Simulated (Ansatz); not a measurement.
The first iterations of a band of C$_{2}$H$_{2}$F$_{2}$O (7 atoms, charge 0, multiplicity 1).

Theory: RKS BHLYP-D4/cc-pVDZ in Ansatz 0.2.0.

| Item | Value |
| --- | --- |
| movable images | 7 |
| climbing image | yes |
| spring | 5.0 eV/Å² |
| optimiser | quadratic models (default) |
| start path | through a guess of the saddle point |
| force threshold | 0.05 eV/Å |
| iteration limit | 58 |
| end points | relaxed |

Image 0:

```xyz
7
Properties=species:S:1:pos:R:3
F 0.605 -1.507 0.827
C 0.030 -0.310 0.650
O -1.094 -0.310 -0.166
C 0.050 0.307 -0.654
F -0.024 1.641 -0.759
H -0.031 0.259 1.572
H 0.526 -0.149 -1.516
```

Image 8:

```xyz
7
Properties=species:S:1:pos:R:3
F 1.207 -1.594 0.374
C 0.861 -0.396 0.746
O -1.251 0.116 0.121
C 0.023 0.181 -0.375
F 0.418 1.467 -0.585
H -1.251 0.522 0.994
H 0.054 -0.364 -1.321
```

| iteration | highest image above the first end (eV) | largest band force component (eV/Å) |
| --- | --- | --- |
| 1 | 4.136 | 5.421 |
| 2 | 3.546 | 2.265 |

Does the band converge within its limit, and where does its top end?

It converged. It ended after 8 iterations with the highest image 2.982 eV above the first end. A vibrational analysis at the climbing image gives one clearly imaginary mode, 1635i cm⁻¹: a first-order saddle point. The orbitals stay closed-shell, which can raise the energy where a bond breaks towards radicals; this wasn't checked here.

Run time: 2.9 min on 1 thread of Arm Neoverse V1, on a shared host, peak memory 0.15 GiB.
